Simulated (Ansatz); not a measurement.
`CC#CCF` + H₂ → `C#CC` + `CF` at 500 K and 1 bar (hydrogenolysis of a C–C bond).

Computed with Ansatz on PBE0-D4/def2-TZVP structures; ΔE is electronic, products minus reactants. CCSD(T)/CBS adds triple-zeta CCSD(T) − MP2 to the extrapolated MP2 energy (def2 sets, frozen cores). This one scheme is used for every species.

| species | CCSD(T)/CBS energy (Eh) | H − E (kJ/mol) | S (J/(mol·K)) |
| --- | --- | --- | --- |
| `CC#CCF` | -254.93801 | 243.5 | 386.0 |
| H₂ | -1.17544 | 41.0 | 145.5 |
| `C#CC` | -116.49627 | 173.5 | 282.9 |
| `CF` | -139.63461 | 122.2 | 244.8 |

H − E and S are ideal-gas, rigid-rotor, harmonic terms from PBE0-D4/def2-TZVP. The MP2-based limit puts H₂ 0.8 mEh under its directly extrapolated value; such offsets cancel only in part. 1 Eh = 2625.50 kJ/mol, R = 8.31446 J/(mol·K).

**Question.** By hand: ΔE, ΔH, ΔS and ΔG.

**Answer.** ΔE = (-116.49627) + (-139.63461) − (-254.93801) − (-1.17544) = -0.01743 Eh = -45.8 kJ/mol. Δ(H − E) = 173.5 + 122.2 − 243.5 − 41.0 = 11.2, so ΔH = -34.6 kJ/mol. ΔS = 282.9 + 244.8 − 386.0 − 145.5 = -3.8 J/(mol·K). ΔG = -34.6 − 500 × (-3.8)/1000 = -32.7 kJ/mol.

**Question.** By hand: the equilibrium constant, and the temperature at which ΔG would vanish if ΔH and ΔS stayed fixed.

**Answer.** log₁₀ K = −ΔG/(RT ln 10) = 3.4. ΔG = 0 at ΔH/ΔS = 9105 K, far beyond where these terms or the molecules hold.

The number of gas molecules stays the same, so ΔS is small and ΔH decides. A doubt of 5 kJ/mol in ΔE shifts log₁₀ K by 0.5 here. Modes under 60 cm⁻¹, often nearly free rotors, make the harmonic entropy too high. These are equilibria of isolated gas molecules and say nothing of rates. Largest T1 diagnostic: 0.011 (customary marks: 0.02 for closed shells, 0.045 for open ones).
